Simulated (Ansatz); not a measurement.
The input, for Ansatz 0.2.0:

```yaml
crystal:
  periodic: [false, false, false]
  atoms:
    - {symbol: Ga, position_ang: [0.000000, 0.000000, 2.285300]}
    - {symbol: Si, position_ang: [0.000000, 0.000000, -0.356000]}
    - {symbol: N, position_ang: [0.000000, 0.000000, -1.929300]}
basis:
  gaussian: {orbitals: cc-pVDZ}
magnetization: {spin_polarized: false}
correlation: {method: ccsdt_q, electrons: outside_noble_gas}
```

```sh
$ ansatz run in.yaml --threads 1 --pin off --events-out ev --progress --plain --max-ram 4096MiB --backend cpu
```

(1) Roughly how long does this take on 1 thread of AMD EPYC 7R13, shared host, and how much host memory?

```
1114 factors; integrals over basis functions are off by at most 2.1e-7 eV
mean field evaluation 1: about -61664.0440 eV, gradient 5.6e1 eV
mean field evaluation 2: about -61664.1979 eV, gradient 5.6e1 eV
mean field evaluation 4: about -61673.3390 eV, gradient 9.3e0 eV
mean field evaluation 8: about -61673.9159 eV, gradient 4.6e-1 eV
mean field evaluation 16: about -61673.9168 eV, gradient 6.4e-6 eV
mean field evaluation 32: about -61665.1861 eV, gradient 1.3e1 eV
mean field evaluation 64: about -61667.6162 eV, gradient 2.5e-2 eV
mean field evaluation 96: about -61662.0183 eV, gradient 7.7e-3 eV
mean field evaluation 128: about -61664.6806 eV, gradient 1.7e1 eV
mean field evaluation 160: about -61663.4911 eV, gradient 1.5e-2 eV
mean field -61673.91678795 eV, -2266.4746378750 hartree, gradient 6.4e-6 eV, S^2 0.000000; 2 other end points of the search recorded, 0 dependent functions left out; unrestricted orbitals would lower it
...
20 core orbitals not correlated: weight in the atoms' cores, before any rotation towards them, 1.000 or more for the frozen orbitals, at most 0.000 for the correlated occupied ones
reference -61673.91678795 eV, -2266.4746378750 hartree; 6, 6 occupied and 33, 33 virtual orbitals, 1114 factors
second order -9.04487537 eV of doubles, -0.00000000 eV of singles
...
cycle  14  -9.77001759 eV  change    4.3e-5 eV  update   1.1e-4
cycle  15  -9.77010109 eV  change   -8.3e-5 eV  update   6.3e-5
cycle  16  -9.77003464 eV  change    6.6e-5 eV  update   3.2e-5
cycle  17  -9.77000718 eV  change    2.7e-5 eV  update   2.3e-5
cycle  18  -9.76999870 eV  change    8.5e-6 eV  update   1.8e-5
cycle  19  -9.76998477 eV  change    1.4e-5 eV  update   1.0e-5
cycle  20  -9.76997968 eV  change    5.1e-6 eV  update   5.8e-6
cycle  21  -9.76997684 eV  change    2.8e-6 eV  update   2.0e-6
cycle  22  -9.76997428 eV  change    2.6e-6 eV  update   1.1e-6
cycle  23  -9.76997482 eV  change   -5.4e-7 eV  update   4.1e-7
perturbative correction -0.12264247 eV, -0.0045070277 hartree
Total energy: -61683.80940525 eV, -2266.8381848552 hartree
```

The T1 diagnostic is 0.037.

Results:

(1) 11 s wall and 0.27 GiB.
